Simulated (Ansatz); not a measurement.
Cost and result for the atomization energy of C₃H₆F₂S, SMILES `CSC(C)(F)F` (12 atoms, 11 bonds).

```xyz
12

C    -1.751    0.609    0.164
S    -0.931   -0.746    1.015
C     0.799   -0.351    0.634
C     1.194   -0.436   -0.813
F     1.529   -1.236    1.359
F     1.111    0.888    1.107
H    -2.802    0.548    0.451
H    -1.682    0.517   -0.920
H    -1.354    1.569    0.493
H     2.255   -0.195   -0.902
H     0.620    0.276   -1.405
H     1.012   -1.444   -1.182
```

Total charge 0; spin multiplicity 1. All single points use the PBE0-D4/def2-TZVP geometry. It is one conformer, not always the lowest. Program: Ansatz. All runs use 4 threads of an Intel Xeon on a shared host. Times are those of one run each, without the atoms' runs, and a repeat can differ threefold. Electronic energies, without spin–orbit coupling; frozen cores. CCSD(T)/CBS adds CCSD(T) − MP2 in def2-TZVPP to the MP2 limit, and its time is that of the two runs behind it. T1 = 0.011. B3LYP takes the VWN-RPA correlation (the form of Gaussian; ORCA's B3LYP/G). HSE06 is the plane-wave form, built on full-range PBE exchange.

CCSD(T)/CBS is a level of theory with its own doubt, some kJ/mol a heavy atom from the limit and from the frozen cores, so smaller differences don't rank the functionals.

| level | functions | wall time | atomization (kcal/mol) | difference from CCSD(T)/CBS | per bond |
| --- | --- | --- | --- | --- | --- |
| LDA (SPW92)/def2-TZVPP | 281 | 1.8 s | 1271.5 | 182.3 | 16.6 |
| revPBE-D4/def2-TZVPP | 281 | 2.6 s | 1091.1 | 1.9 | 0.2 |
| r2SCAN-D4/def2-TZVPP (with forces) | 281 | 5.5 s | 1095.7 | 6.5 | 0.6 |
| CAM-B3LYP-D4/def2-TZVPP | 281 | 5.5 s | 1093.8 | 4.6 | 0.4 |
| HSE06-D4/def2-TZVPP | 281 | 6.5 s | 1097.7 | 8.5 | 0.8 |
| r2SCANh-D4/def2-TZVPP | 281 | 7 s | 1087.4 | -1.8 | -0.2 |
| B3LYP-D4/def2-TZVPP (with forces) | 281 | 7.5 s | 1086.6 | -2.6 | -0.2 |
| ωB97X-V/def2-TZVPP | 281 | 11 s | 1093.9 | 4.7 | 0.4 |
| CCSD(T)/def2-SVP | 118 | 11 s | 1034.1 | -55.1 | -5.0 |
| ωB97M-V/def2-TZVPP (with forces) | 281 | 16 s | 1095.2 | 6.0 | 0.5 |
| MP2/def2-QZVPP | 535 | 40 s | 1100.4 | 11.2 | 1.0 |
| CCSD(T)/def2-TZVPP | 281 | 4.6 min | 1060.7 | -28.5 | -2.6 |
| CCSD(T)/CBS(def2) | – | 5.3 min | 1089.2 | 0.0 | 0.0 |

From PBE to PBE0 (25 % exact exchange), in def2-TZVPP and without D4, the atomization energy moves by −23.8 kcal/mol: exact exchange takes away binding that semilocal exchange gives to molecules. In def2-TZVPP, CCSD(T) changes the Hartree–Fock value by +277.1 kcal/mol (the triples alone add +18.1 kcal/mol) and MP2 by +300.1 kcal/mol; breaking electron pairs costs correlation energy, which Hartree–Fock lacks. Leaving LDA and LC-ωPBE aside and taking each functional with its dispersion term where it has one, the values, not all of them listed here, spread over 72.0 kcal/mol, from BHLYP-D4 to PBE-D4. LDA lies +155.9 kcal/mol from PBE without D4, its usual overbinding.
